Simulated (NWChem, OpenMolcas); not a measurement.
## How methods differ on C2H3F (SMILES C=CF)

The species is C2H3F (6 atoms), meant as a singlet with charge 0. As SMILES, `C=CF`. The shape is that of a PBE0-D4/def2-TZVP optimisation.

Each level gives the dipole moment (D). The values are calculated.

```json
{"level": "BLYP/def2-TZVP", "kind": "GGA", "program": "OpenMolcas", "value (D)": "1.24", "CPU time": "38 s"}
{"level": "PBE/def2-TZVP", "kind": "GGA", "program": "OpenMolcas", "value (D)": "?", "CPU time": "37 s"}
{"level": "revPBE/def2-TZVP", "kind": "GGA", "program": "OpenMolcas", "value (D)": "?", "CPU time": "40 s"}
{"level": "M06-L/def2-TZVP", "kind": "meta-GGA", "program": "NWChem", "value (D)": "1.20", "CPU time": "33 s"}
{"level": "TPSS/def2-TZVP", "kind": "meta-GGA", "program": "OpenMolcas", "value (D)": "1.25", "CPU time": "55 s"}
{"level": "BHLYP/def2-TZVP", "kind": "global hybrid", "program": "NWChem", "value (D)": "1.48", "CPU time": "22 s"}
{"level": "M06-2X/def2-TZVP", "kind": "hybrid meta-GGA", "program": "OpenMolcas", "value (D)": "1.42", "CPU time": "45 s"}
{"level": "wB97X/def2-TZVP", "kind": "range-separated hybrid", "program": "NWChem", "value (D)": "1.37", "CPU time": "2.2 min"}
```

Problem. Estimate the missing values from the other rows.

Solution. As computed at these levels: PBE/def2-TZVP: 1.21 D; revPBE/def2-TZVP: 1.18 D. Measured: 1.43 D (NIST CCCBDB). Nearest: M06-2X/def2-TZVP (-0.01 D); farthest: revPBE/def2-TZVP (-0.25 D). The measured dipole is a vibrational average, so differences of a few hundredths of a debye mean little. Computed less measured by kind, in D (def2-TZVP rows): GGA -0.25 to -0.19; meta-GGA -0.23 to -0.18; global hybrid -0.01 to +0.05; range-separated hybrid -0.06. Times are those of the runs behind each value, whatever else they computed, on shared processors of several kinds: orders of magnitude only.
